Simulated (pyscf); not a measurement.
GeH₃• + ammonia (NH₃) → H₂N–GeH₃ + H atom (H•), a substitution at N (doublet surface; H–N broken, Ge–N formed). Single points on ωB97X-D3(BJ)/def2-SVP structures (PySCF, gas phase). Correlated levels are frozen-core, on RHF or UHF. ΔMP2 is the change of the MP2 total energy from the triple- to the quadruple-zeta basis. Energies in eV from the separated reactants.

Small-basis levels: PySCF, no dispersion term, spherical d functions. Open shells are spin-unrestricted. 

Task: Quick B3LYP/LANL2DZ single points give ΔE‡ = 1.27 eV and ΔE = +1.10 eV. What does CCSD(T)/def2-TZVPP + ΔMP2(QZVPP) give, and how far is the quick result from it?

Result: CCSD(T)/def2-TZVPP + ΔMP2(QZVPP) gives ΔE‡ = 1.44 eV and ΔE = +1.07 eV. B3LYP/LANL2DZ lies 0.17 eV under it in the barrier and 0.04 eV over it in the reaction energy, so on this step it does not hold to within 0.13 eV. CCSD(T)/def2-TZVPP + ΔMP2(QZVPP) has limits of its own. The same reactants have a lower exit, to GeH₄ + NH₂• (barrier +1.21 eV at ωB97M-D3(BJ), against +1.50 eV here). One saddle was located; it need not be the lowest between these sides. The angle at the attacked N is 137°. The CCSD(T) − MP2 part came from Ansatz, without density fitting, on the same reference. The frozen core leaves the outer d or s,p core shells of the metals and heavy elements correlated in the MP2 and CC values, and def2-TZVPP describes them poorly, which can shift differences by a few kcal/mol. In the def2 sets elements up to Kr have no core potential.
